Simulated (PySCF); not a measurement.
SiP: frontier orbitals

PBE0 at R = 2.073 Å; basis Si def2-TZVPP, P def2-TZVPP; no relativity; PySCF 2.14. State: ⁶Σ⁺ (sextet), unpaired electrons σ ↑, π ↑↑↑↑, a second solution, started from another occupation. Only the outer orbitals are listed, counted within each symmetry.

```json
{"spin": "α", "orbital": "7σ", "occ.": "1", "ε (eV)": "-19.12", "on Si (%)": "21", "main shells (%)": "74 P s, 16 Si s"}
{"spin": "α", "orbital": "8σ", "occ.": "1", "ε (eV)": "-12.88", "on Si (%)": "59", "main shells (%)": "57 Si s, 20 P s, 19 P p"}
{"spin": "α", "orbital": "3π", "occ.": "1", "ε (eV)": "-9.09", "on Si (%)": "24", "main shells (%)": "75 P p, 22 Si p"}
{"spin": "α", "orbital": "3π", "occ.": "1", "ε (eV)": "-9.09", "on Si (%)": "24", "main shells (%)": "75 P p, 22 Si p"}
{"spin": "α", "orbital": "9σ", "occ.": "1", "ε (eV)": "-8.50", "on Si (%)": "53", "main shells (%)": "44 P p, 34 Si p, 18 Si s"}
{"spin": "α", "orbital": "4π", "occ.": "1", "ε (eV)": "-4.92", "on Si (%)": "76", "main shells (%)": "76 Si p, 21 P p"}
{"spin": "α", "orbital": "4π", "occ.": "1", "ε (eV)": "-4.92", "on Si (%)": "76", "main shells (%)": "76 Si p, 21 P p"}
{"spin": "α", "orbital": "10σ", "occ.": "0", "ε (eV)": "0.40", "on Si (%)": "97", "main shells (%)": "92 Si p, 25 P p"}
{"spin": "α", "orbital": "11σ", "occ.": "0", "ε (eV)": "2.92", "on Si (%)": "60", "main shells (%)": "47 P d, 36 Si s, 28 Si p"}
{"spin": "α", "orbital": "5π", "occ.": "0", "ε (eV)": "3.51", "on Si (%)": "59", "main shells (%)": "36 Si d, 28 P d, 23 Si p"}
{"spin": "β", "orbital": "7σ", "occ.": "1", "ε (eV)": "-16.21", "on Si (%)": "29", "main shells (%)": "66 P s, 20 Si s"}
{"spin": "β", "orbital": "8σ", "occ.": "1", "ε (eV)": "-9.81", "on Si (%)": "43", "main shells (%)": "43 Si s, 30 P p, 26 P s"}
{"spin": "β", "orbital": "3π", "occ.": "0", "ε (eV)": "-4.26", "on Si (%)": "28", "main shells (%)": "71 P p, 24 Si p"}
{"spin": "β", "orbital": "3π", "occ.": "0", "ε (eV)": "-4.26", "on Si (%)": "28", "main shells (%)": "71 P p, 24 Si p"}
{"spin": "β", "orbital": "9σ", "occ.": "0", "ε (eV)": "-4.26", "on Si (%)": "67", "main shells (%)": "40 Si s, 33 P p, 27 Si p"}
```

Question: Which are the highest filled and the lowest empty level, where do they sit, and how wide is the gap?

Answer: Highest filled α 4π at -4.92 eV (in %: 76 Si p, 21 P p); lowest empty β 3π at -4.26 eV (in %: 71 P p, 24 Si p); the gap at PBE0 is 0.66 eV.

The bond order (Mayer) is 1.13 and the ⟨S²⟩ is 8.753. The charge on Si (Mulliken, basis-dependent) is -0.08 and the charge on Si (Löwdin, basis-dependent) is -0.23. The dipole moment (positive dipole means Si(−)P(+)) is 0.73 D.
